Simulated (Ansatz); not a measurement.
Input file:

```yaml
crystal:
  periodic: [false, false, false]
  atoms:
    - {symbol: B, position_ang: [0.000000, 0.000000, 0.000000]}
    - {symbol: B, position_ang: [0.000000, 0.000000, 5.287000]}
basis:
  gaussian: {orbitals: "6-31++G**"}
magnetization: {spin_polarized: true, initial_magnetization: 2}
correlation: {method: ccsdt_q_b, electrons: outside_noble_gas}
scf: {lower_state_search: full}
```

```sh
$ ansatz run in.yaml --threads 1 --pin off --events-out ev --progress --plain --max-ram 2393MiB
```

(1) Roughly how long does this take on 1 thread of Arm Neoverse V1, shared host, and how much host memory?

```
563 factors; integrals over basis functions are off by at most 1.1e-7 eV
mean field evaluation 1: about -1331.3820 eV, gradient 3.2e0 eV
mean field evaluation 2: about -1331.3829 eV, gradient 3.2e0 eV
mean field evaluation 4: about -1331.5449 eV, gradient 3.3e-1 eV
mean field evaluation 8: about -1331.5553 eV, gradient 2.8e-2 eV
mean field evaluation 16: about -1331.5553 eV, gradient 1.4e-3 eV
mean field evaluation 32: about -1334.7915 eV, gradient 1.7e-2 eV
mean field evaluation 64: about -1334.7953 eV, gradient 9.8e-2 eV
mean field evaluation 96: about -1331.7293 eV, gradient 9.1e0 eV
mean field evaluation 128: about -1334.7754 eV, gradient 6.0e-4 eV
mean field evaluation 160: about -1334.7880 eV, gradient 3.5e-1 eV
...
cycle  35  -3.16183882 eV  change    1.3e-7 eV  update   6.8e-6
cycle  36  -3.16183897 eV  change   -1.4e-7 eV  update   2.0e-5
cycle  37  -3.16183933 eV  change   -3.6e-7 eV  update   2.8e-5
cycle  38  -3.16183978 eV  change   -4.5e-7 eV  update   2.3e-5
cycle  39  -3.16184000 eV  change   -2.2e-7 eV  update   1.7e-5
cycle  40  -3.16184011 eV  change   -1.1e-7 eV  update   1.8e-5
cycle  41  -3.16184007 eV  change    4.1e-8 eV  update   8.9e-6
cycle  42  -3.16183998 eV  change    9.0e-8 eV  update   2.1e-6
cycle  43  -3.16183993 eV  change    5.6e-8 eV  update   1.2e-6
cycle  44  -3.16183991 eV  change    1.9e-8 eV  update   4.2e-7
perturbative correction -0.00016345 eV, -0.0000060067 hartree
Total energy: -1337.95255754 eV, -49.1688495928 hartree
```

## Answers

(1) 18 s wall and 0.17 GiB.
